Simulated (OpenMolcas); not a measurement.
# One shape, several levels: OH− (hydroxide)

Aim: a comparison of 6 runs (HF/3-21G, B2PLYP/3-21G, B3LYP/3-21G, PBE/3-21G, r2SCAN/3-21G, ACPF/3-21G) of OH− (hydroxide). 

The calculation is run with OpenMolcas 26.06.

2 further runs of the same task are left out: 2 set aside as unsound or not needed.

**1. The system as given**

The species is OH− (2 atoms), meant as a singlet with charge -1. As SMILES, `[OH-]`. The O1–H2 distance was set to 1.445 Å, away from the relaxed value.

Bond lengths: O1–H2 1.445 Å.

**2. The energy at HF/3-21G (run 1)**

coord.xyz reads:

```xyz
2

O      0.823580    -0.263594     0.424990
H     -0.411800     0.131800    -0.212500
```

calc.input reads:

```
* HO Hartree-Fock
&GATEWAY
BASLIB=$CurrDir
COORD=coord.xyz
BASIS=3-21G
GROUP=NoSym
&SEWARD
&SCF
CHARGE=-1
THRESHOLDS=1e-10 1e-07 1e-07 1e-05
PRORBITALS=1 1
```

The basis set 3-21G is read from a file made from the Basis Set Exchange's data (not shown).

Command:

```
$ export MOLCAS_MEM=1860
$ pymolcas calc.input > calc.log
```

The program printed:

```text
--- Start Module: gateway ---
[...]
--- Stop Module: gateway /rc=_RC_ALL_IS_WELL_ ---
--- Start Module: seward ---
[...]
      Basis functions           11
--- Stop Module: seward /rc=_RC_ALL_IS_WELL_ ---
--- Start Module: scf ---
[...]
       Convergence after  13 Iterations
[...]
::    Total SCF energy                                -74.8258089728
[...]
      Total spin, S                                     0.0000000000
[...]
      Total electronic charge=   10.000000
      Total            charge=   -1.000000
[...]
      Dipole Moment (debye):
      Origin of the operator (angstrom)=    0.7504   -0.2402    0.3872
                   X=  1.2934E+00               Y= -4.1397E-01               Z=  6.6744E-01           Total=  1.5132E+00
      Center of Charge (angstrom)
[...]
--- Stop Module: scf /rc=_RC_ALL_IS_WELL_ ---
[...]
```

Run time: 1.6 s. Hardware: 1 thread of Arm Neoverse V1, shared host; peak memory 0.37 GiB.

**3. A single-point energy at B2PLYP/3-21G (run 2)**

coord.xyz is that of step 2.

calc.inp reads:

```
>>> EXPORT MOLCAS_PRINT=2

&GATEWAY
 BasLib=$CurrDir
 Coord=coord.xyz
 Basis=3-21G
 Group=NoSym

&SEWARD
 GridInput
 Grid=UltraFine
 End of Grid

&SCF
 Charge=-1
 KSDFT=B2PLYP_SCF
 Thresholds=1e-10 1e-07 1e-07 1e-05
 PrOrbitals=1 1

&MBPT2
 Frozen=1
```

The basis set 3-21G is read from a file made from the Basis Set Exchange's data (not shown).

Command:

```
$ export MOLCAS_MEM=1860
$ pymolcas calc.inp > calc.log
```

The program printed:

```text
--- Start Module: gateway ---
[...]
--- Stop Module: gateway /rc=_RC_ALL_IS_WELL_ ---
[...]
      Basis functions           11
[...]
--- Start Module: scf ---
[...]
       Convergence after  13 Iterations
[...]
::    Total KS-DFT energy                             -75.0816459543
[...]
      Total spin, S                                     0.0000000000
[...]
      Total electronic charge=   10.000000
      Total            charge=   -1.000000
[...]
      Dipole Moment (debye):
      Origin of the operator (angstrom)=    0.7504   -0.2402    0.3872
                   X=  1.0685E+00               Y= -3.4198E-01               Z=  5.5137E-01           Total=  1.2501E+00
      Center of Charge (angstrom)
[...]
--- Stop Module: scf /rc=_RC_ALL_IS_WELL_ ---
[...]
--- Start Module: mbpt2 ---
[...]
 ###    WARNING: MP2 implementation intended for RHF references only         ###
 ###############################################################################
MBPT2 WARNING: Reference function according to RunFile:KS-DFT
I'll assume you know what you're doing and continue
WARNING!
Default frozen orbitals as non valence orbitals is overwritten by user input.
Default values:   1
[...]
       Reference weight ( Cref**2 )         =        0.93628
::    Total MBPT2 energy                              -75.2264823656
[...]
      Total MBPT2 calculations                           0.03      0.03
--- Stop Module: mbpt2 /rc=_RC_ALL_IS_WELL_ ---
[...]
```

Wall time 2.8 s (1 thread of Arm Neoverse V1, shared host); peak memory 0.37 GiB.

Runs 3 to 4 aren't shown in full; the table further down has their settings and results.

**4. The energy at r2SCAN/3-21G (run 5)**

coord.xyz is that of step 3.

calc.input reads:

```
&GATEWAY
 BasLib=$CurrDir
 Coord=coord.xyz
 Basis=3-21G
 Group=NoSym

&SEWARD
 GridInput
 Grid=UltraFine
 End of Grid

&SCF
 Charge=-1
 KSDFT=2
 1.0 MGGA_X_R2SCAN
 1.0 MGGA_C_R2SCAN
 Thresholds=1e-10 1e-07 1e-07 1e-05
 PrOrbitals=1 1
```

The basis set 3-21G is read from a file made from the Basis Set Exchange's data (not shown).

Command:

```
$ export MOLCAS_MEM=1860
$ pymolcas calc.input > calc.log
```

The program printed:

```text
--- Start Module: gateway ---
[...]
--- Stop Module: gateway /rc=_RC_ALL_IS_WELL_ ---
--- Start Module: seward ---
[...]
      Basis functions           11
--- Stop Module: seward /rc=_RC_ALL_IS_WELL_ ---
--- Start Module: scf ---
[...]
       Convergence after  14 Iterations
[...]
::    Total KS-DFT energy                             -75.1710725744
[...]
      Total spin, S                                     0.0000000000
[...]
      Total electronic charge=   10.000000
      Total            charge=   -1.000000
[...]
      Dipole Moment (debye):
      Origin of the operator (angstrom)=    0.7504   -0.2402    0.3872
                   X=  7.9593E-01               Y= -2.5474E-01               Z=  4.1072E-01           Total=  9.3117E-01
      Center of Charge (angstrom)
[...]
--- Stop Module: scf /rc=_RC_ALL_IS_WELL_ ---
[...]
```

Wall time 3.3 s (1 thread of Arm Neoverse V1, shared host); peak memory 0.37 GiB.

**5. The energy at ACPF/3-21G (run 6)**

coord.xyz is that of step 4.

calc.input reads:

```
* HO ACPF
>>> EXPORT MOLCAS_PRINT=2

&GATEWAY
 BASLIB=$CurrDir
 COORD=coord.xyz
 BASIS=3-21G
 GROUP=NoSym

&SEWARD

&SCF
 CHARGE=-1
 THRESHOLDS=1e-10 1e-07 1e-07 1e-05
 PRORBITALS=1 1

&MOTRA
 FROZEN=1

&GUGA
 ELECTRONS=8
 SPIN=1
 INACTIVE=4
 ACTIVE=0
 CIALL=1

&CPF
 ACPF
```

The basis set 3-21G is read from a file made from the Basis Set Exchange's data (not shown).

Command:

```
$ export MOLCAS_MEM=1860
$ pymolcas calc.input > calc.log
```

The program printed:

```text
--- Start Module: gateway ---
[...]
--- Stop Module: gateway /rc=_RC_ALL_IS_WELL_ ---
[...]
      Basis functions           11
[...]
       Convergence after  13 Iterations
[...]
::    Total SCF energy                                -74.8258089728
[...]
      Total spin, S                                     0.0000000000
[...]
      *** WARNING: Default frozen orbitals is overwritten by user input.
      *** Default values:   1
[...]
--- Start Module: guga ---
[...]
--- Stop Module: guga /rc=_RC_ALL_IS_WELL_ ---
--- Start Module: cpf ---
[...]
      Active orbitals                            0       0
[...]
      Spin quantum number                      0.0
[...]
     FINAL ACPF ENERGY         -74.95648604
     FINAL CORRELATION ENERGY   -0.13067706  REFERENCE ENERGY     -74.82580897
[...]
      Title:  ACPF natural orbitals
[...]
      Total electronic charge=   10.000000
      Total            charge=   -1.000000
[...]
      Dipole Moment (debye):
      Origin of the operator (angstrom)=    0.7504   -0.2402    0.3872
                   X=  5.8806E-01               Y= -1.8821E-01               Z=  3.0345E-01           Total=  6.8798E-01
      Quadrupole Moment (debye*angstrom):
[...]
--- Stop Module: cpf /rc=_RC_ALL_IS_WELL_ ---
[...]
```

Run time: 1.9 s. Hardware: 1 thread of Arm Neoverse V1, shared host; peak memory 0.37 GiB.

**6. Overview of the runs**

| run | level | frozen core orbitals | integration grid | energy (Eh) | HOMO energy (eV) | LUMO energy (eV) | HOMO–LUMO gap (eV) | wall time |
| --- | --- | --- | --- | --- | --- | --- | --- | --- |
| 1 | HF/3-21G | – | – | -74.825809 | -1.69 | 14.82 | 16.51 | 1.6 s |
| 2 | B2PLYP/3-21G | 1 | UltraFine | -75.120752 | 2.25 | 11.88 | 9.63 | 2.8 s |
| 3 | B3LYP/3-21G | – | UltraFine | -75.212550 | 5.03 | 9.86 | 4.83 | 2.9 s |
| 4 | PBE/3-21G | – | UltraFine | -75.124012 | 7.01 | 8.89 | 1.88 | 3.3 s |
| 5 | r2SCAN/3-21G | – | UltraFine | -75.171073 | 6.32 | 8.97 | 2.66 | 3.3 s |
| 6 | ACPF/3-21G | 1 | – | -74.956486 | -1.69 | 14.82 | 16.51 | 1.9 s |

**7. What came out**

```
                                                    quantity         value
                                         run 6: total energy  -74.95649 Eh
                  run 6: HOMO energy (Hartree–Fock orbitals)      -1.69 eV
                  run 6: LUMO energy (Hartree–Fock orbitals)      14.82 eV
run 6: HOMO–LUMO gap (to an unbound level, set by the basis)      16.51 eV
           run 6: correlation energy (1 core orbital frozen)    -130.7 mEh
```

What this shows: Over runs 1, 2, 3, 4, 5 the HOMO–LUMO gap runs from 1.88 eV (PBE/3-21G) to 16.51 eV (HF/3-21G). Exact exchange widens orbital gaps. The empty levels of an anion lie above zero and hang on the basis. For B2PLYP the log adds the whole second-order term; the table takes 0.27 of it, as the functional is defined. Totals of different functionals can't be ranked against each other. In runs 2, 3, 4, 5 the HOMO lies above zero, so the outermost electron may be held by the basis alone. All runs together took 16 s, the longest 3.3 s.
